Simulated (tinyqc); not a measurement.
Hueckel theory of the pi electrons with the omega technique, for the molecule c1cc[nH]c1 (SMILES; centres numbered as the heavy atoms are written), step by step. One step of it, computed by the program tinyqc.

Question. Omega technique, round 1. h_r = h_r(0) + omega q_r, omega = 0.6, with q_r = z_r - P_rr; 0.7 of the old diagonal is kept.

Hueckel matrix in units of beta (H = alpha + beta A):
```
          1C        2C        3C        4N        5C
1C  0.000000  1.000000  0.000000  0.000000  1.000000
2C  1.000000  0.000000  1.000000  0.000000  0.000000
3C  0.000000  1.000000  0.000000  0.740000  0.000000
4N  0.000000  0.000000  0.740000  1.370000  0.740000
5C  1.000000  0.000000  0.000000  0.740000  0.000000
```

charge and bond-order matrix P:
```
           1C         2C         3C         4N         5C
1C   1.100117   0.547330  -0.099266  -0.219706   0.795161
2C   0.547330   1.100117   0.795161  -0.219706  -0.099266
3C  -0.099266   0.795161   1.036800   0.433672  -0.410413
4N  -0.219706  -0.219706   0.433672   1.726166   0.433672
5C   0.795161  -0.099266  -0.410413   0.433672   1.036800
```

Centres:
```
centre  z_r, pi electrons of the neutral centre         h
1C                                            1  0.000000
2C                                            1  0.000000
3C                                            1  0.000000
4N                                            2  1.370000
5C                                            1  0.000000
```

Give: matrix after round 1.

Answer.

matrix after round 1:
```
         1C       2C       3C      4N       5C
1C  -0.0180   1.0000   0.0000  0.0000   1.0000
2C   1.0000  -0.0180   1.0000  0.0000   0.0000
3C   0.0000   1.0000  -0.0066  0.7400   0.0000
4N   0.0000   0.0000   0.7400  1.4193   0.7400
5C   1.0000   0.0000   0.0000  0.7400  -0.0066
```
